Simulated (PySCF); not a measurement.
# CH3BO (CH3BO): the cost of one run

Computed with PySCF 2.14.0, with density-fitted response routines of our own, on a single molecule, in the gas phase or a continuum. Atoms count from 0, in the outputs and in this text.

## Step 1: The starting structure

6 atoms, charge 0, multiplicity 1; geometry from: GFN2-xTB.

Bonds of the start (Å): C0–B1 1.55, B1–O2 1.19, C0–H3 1.09, C0–H4 1.09, C0–H5 1.09.

## Step 2: Geometry optimisation at PBE0-D3(BJ)/def2-SVP

Job settings and geometry (Å):

```
{"job": {"xc": "PBE0", "basis": "def2-SVP", "d3": "d3bj", "grid": 1, "kind": "geom"}, "charge": 0, "multiplicity": 1}
C     -0.516538    -0.026497     0.024358
B      1.025587     0.054993    -0.058505
O      2.212154     0.116139    -0.122892
H     -0.928184    -0.518741    -0.852882
H     -0.831325    -0.588255     0.899961
H     -0.958571     0.964353     0.088386
```

Started as:

```console
OMP_NUM_THREADS=1 python probes_run.py task.json out
```

This one command runs all jobs of the session in turn.

**Question.** How long does this first job take on 1 thread of Arm Neoverse V1, shared host, and how much memory does it need?

About 3.2 s, with a peak of 0.27 GiB.
